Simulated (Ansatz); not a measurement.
Results of r²SCAN-D4 in Ansatz (PAW) for bcc Li.

Input:

Ansatz 0.2 input:
```yaml
crystal:
  lattice:
    - [-1.7004881307, 1.7004881307, 1.7004881307]
    - [1.7004881307, -1.7004881307, 1.7004881307]
    - [1.7004881307, 1.7004881307, -1.7004881307]
  atoms:
    - { symbol: Li, position: [0.0, 0.0, 0.0] }
basis:
  ecutwfc: 560
  ecutrho_ratio: 4
  xc_grid: 3
kpoints:
  mp_grid: { grid: [22, 22, 22] }
hamiltonian:
  xc: r2scan
  dispersion: d4
  pseudopotentials: { kind: paw }
scf:
  occupations: { method: fermi_dirac, width: 0.05 }
  convergence: { dr2_threshold: 0.0000000001 }
output:
  forces: false
  stress: true
  eigenvalues: true
```

Output (set-up and result lines):

```
Crystal: 1 atoms, lattice volume = 19.669 Å³
Basis set: ecut = 560 eV, 603 PW (Γ), exchange–correlation on 72×72×72 points (27 copies of the dense FFT grid, shifted against one another)
Bands: 6, of which v1, the nominal top of the filled ones, is band 2 counted from 1 (1 counted from 0)
Symmetry: 48 space group operations
Space group: Im-3m (ITA 229), of the structure as read, at distance tolerance 2.7e-5 Å
k-points: 328 of 10648
Functional: x = r2scan, c = r2scan; τ floored in thin density (d = 2e-4 eV/Å³)
SCF iter   1: F=—  HF=-205.139802 eV  |F-HF|=—  |Δ(HF+E_count)|=         —  Δρ=2.31e-3  dr2=2.94e-4  dr2_τ=4.01e-4
SCF iter   2: F=—  HF=-205.139342 eV  |F-HF|=—  |Δ(HF+E_count)|=   4.60e-4  Δρ=1.11e-3  dr2=7.72e-5  dr2_τ=6.66e-6
  ...
SCF iter   5: F=—  HF=-205.139360 eV  |F-HF|=—  |Δ(HF+E_count)|=   7.29e-9  Δρ=4.32e-7  dr2=1.37e-11  dr2_τ=8.43e-12
SCF iter   6: F=-205.139360 eV  HF=-205.139360 eV  |F-HF|=2.13e-12  |Δ(HF+E_count)|=  1.80e-10  Δρ=8.25e-8  dr2=8.03e-13  dr2_τ=9.02e-14
SCF 1 converged in 6 iterations: F = -205.139360 eV  dr2 = 8.03e-13
SCF converged after 6 iterations
Free energy (F): -205.139360 eV
Internal energy: -205.135905 eV  (E = F + TS)
E sigma→0 (E₀):  -205.137633 eV
Fermi energy:    1.175086 eV
--- Stress (GPa, compression-positive) ---
        0.904046      -0.000000      -0.000000
       -0.000000       0.904046      -0.000000
       -0.000000       0.000000       0.904046
  P = ⅓ Tr σ = 0.9040 GPa (9.040 kbar)
```

The cell is one volume of an energy–volume scan, off the minimum.

The PAW data were made under PBE.

Ansatz is an electronic-structure program.
